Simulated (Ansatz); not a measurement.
A made-up structure of AlSiH$_{2}$O, doublet:

```
atom    x (Å)    y (Å)    z (Å)
  O1   0.3506  -0.0650   0.0548
 Al2  -0.4892  -1.4175   0.6501
 Si3   1.2797   1.1536  -0.5125
  H4   2.5126   1.6133  -1.0465
  H5   0.4966   2.3294   0.1160
```

It is relaxed with PBE-D4/def2-SVP and then PBE0-D4/def2-TZVP (Ansatz 0.2.0). Atoms count as bonded within 1.22 times the sum of their covalent radii (H–H: 0.88 Å). The end point is not checked to be a true minimum.

(1) Does its bonding change? (Judge from chemistry; the calculation decides.)

## Answers

(1) By the calculation: No: no bond forms or breaks.

Where it ends: The first stage lowers the energy by 1.08 eV in 7 steps. It ends as AlSiH₂O ([Al][O][SiH2]):
```csv
atom,x (Å),y (Å),z (Å)
O1,0.3925,-0.0318,-0.0070
Al2,-0.2575,-1.4701,0.6366
Si3,0.9706,1.3328,-0.6925
H4,2.4587,1.2616,-0.8018
H5,0.5860,2.5213,0.1266
```

Labels in which every atom is bracketed show which atoms are joined, not bond orders.

For scale, one of the runs: PBE0-D4/def2-TZVP relaxation, 117 basis functions, launched by `ansatz run in.yaml --threads 2 --pin off --events-out ev --progress --plain --max-ram 4352MiB`. The run took about 21 s on 2 CPU threads of an Arm Neoverse V2 (shared host).
